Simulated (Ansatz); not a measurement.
# NH+ (SMILES [NH+]) at RPA@PBE/3-21G

What is the energy change on altering one bond length of NH+ at RPA@PBE/3-21G? 

The results are computed with Ansatz 0.2.0.

8 further runs of the same task are left out: 2 that didn't finish, 6 set aside as unsound or not needed.

**1. The system as given**

NH+: 2 atoms, total charge +1, spin state doublet. As SMILES, `[NH+]`. Geometry: relaxed at GFN2-xTB.

Bond lengths: N1–H2 1.093 Å.

**2. A single-point energy at RPA@PBE/3-21G**

in.yaml reads:

```yaml
crystal:
  periodic: [false, false, false]
  atoms:
    - {symbol: "N", position_ang: [0.000000, 0.000000, 0.000000]}
    - {symbol: H, position_ang: [0.000000, 0.000000, 1.092650]}
basis:
  gaussian: {orbitals: 3-21G.json}
total_charge: 1
magnetization: {spin_polarized: true, initial_magnetization: 1}
hamiltonian: {xc: {name: PBE}}
correlation: {method: rpa, frozen_orbitals: {H: 0, "N": 1}}
accuracy: high
```

The basis set 3-21G is read from a file made from the Basis Set Exchange's data (not shown).

Command:

```
ansatz run in.yaml --threads 1 --pin off --max-ram 2610MiB --events-out events.jsonl --progress --plain --runs-dir runs
```

Output:

```text
Warning: RAYON_NUM_THREADS=1 ignored (pool sized by the plan → 1); use --threads N
Functional definition: PBE
  name "PBE"
  parameter kappa = 0.804
  parameter beta = 0.06672455060314922
  exchange = pbe_x(kappa = kappa, mu = beta*pi^2/3)
  correlation = pbe_c(beta = beta)
209 factors; integrals over basis functions are off by at most 3.6e-9 eV
mean field evaluation 1: about -1477.4329 eV, gradient 1.8e1 eV
mean field evaluation 2: about -1477.4120 eV, gradient 1.8e1 eV
mean field evaluation 4: about -1478.8868 eV, gradient 8.3e-1 eV
mean field evaluation 8: about -1478.8890 eV, gradient 2.3e-3 eV
mean field evaluation 16: about -1478.8890 eV, gradient 9.6e-8 eV
mean field evaluation 32: about -1477.4329 eV, gradient 1.8e1 eV
mean field evaluation 64: about -1478.9703 eV, gradient 1.3e0 eV
mean field -1478.98391966 eV, -54.3516565563 hartree, gradient 2.0e-8 eV, S^2 1.104699; 5 other end points of the search recorded, 0 dependent functions left out
1 core orbitals not correlated: weight in the atoms' cores, before any rotation towards them, 1.000 or more for the frozen orbitals, at most 0.000 for the correlated occupied ones
reference -1474.64843004 eV, -54.1923302515 hartree; 3, 2 occupied and 7, 8 virtual orbitals, 209 factors
Total energy: -1477.95591720 eV, -54.3138781625 hartree
```

Wall time 1.2 s (1 thread of Arm Neoverse V1, shared host).

**3. The distorted shape**

input.yaml reads:

```yaml
crystal:
  periodic: [false, false, false]
  atoms:
    - {symbol: "N", position_ang: [0.000000, 0.000000, -0.273150]}
    - {symbol: H, position_ang: [0.000000, 0.000000, 1.092650]}
basis:
  gaussian: {orbitals: 3-21G.json}
total_charge: 1
magnetization: {spin_polarized: true, initial_magnetization: 1}
hamiltonian: {xc: {name: PBE}}
correlation: {method: rpa, frozen_orbitals: {H: 0, "N": 1}}
accuracy: high
```

The basis set 3-21G is read from a file made from the Basis Set Exchange's data (not shown).

Command:

```
ansatz run input.yaml --threads 1 --pin off --max-ram 2610MiB --events-out events.jsonl --progress --plain --runs-dir runs
```

Output, cut to the lines that bear on the results:

```text
Warning: RAYON_NUM_THREADS=1 ignored (pool sized by the plan → 1); use --threads N
[... 2 set-up lines as earlier in the session ...]
[...]
208 factors; integrals over basis functions are off by at most 2.7e-9 eV
[...]
mean field -1478.56644538 eV, -54.3363146595 hartree, gradient 5.3e-8 eV, S^2 1.176368; 10 other end points of the search recorded, 0 dependent functions left out
1 core orbitals not correlated: weight in the atoms' cores, before any rotation towards them, 1.000 or more for the frozen orbitals, at most 0.000 for the correlated occupied ones
reference -1473.83911172 eV, -54.1625883515 hartree; 3, 2 occupied and 7, 8 virtual orbitals, 208 factors
Total energy: -1477.50286740 eV, -54.2972288895 hartree
```

Run time: 2 s. Hardware: 1 thread of Arm Neoverse V1, shared host.

**4. What came out**

Level: RPA@PBE/3-21G, 1 core orbital frozen.

| quantity | value |
| --- | --- |
| first shape: total energy | -54.31388 Eh |
| first shape: RPA correlation energy (valence) | -121.5 mEh |
| first shape: ⟨S²⟩ of the reference determinant | 1.105 |
| distorted shape: total energy | -54.29723 Eh |
| distorted shape: RPA correlation energy (valence) | -134.6 mEh |
| distorted shape: ⟨S²⟩ of the reference determinant | 1.176 |
| energy change with the N1–H2 bond stretched from 1.093 to 1.366 Å | 0.453 eV |

What this shows: With the N1–H2 bond stretched from 1.093 to 1.366 Å the energy rises by 0.45 eV (43.7 kJ/mol). The first shape isn't relaxed at this level, so the change isn't measured from a minimum. ⟨S²⟩ (first shape) is 1.10 where a pure doublet has 0.75: the reference is spin-contaminated. ⟨S²⟩ (distorted shape) is 1.18 where a pure doublet has 0.75: the reference is spin-contaminated.
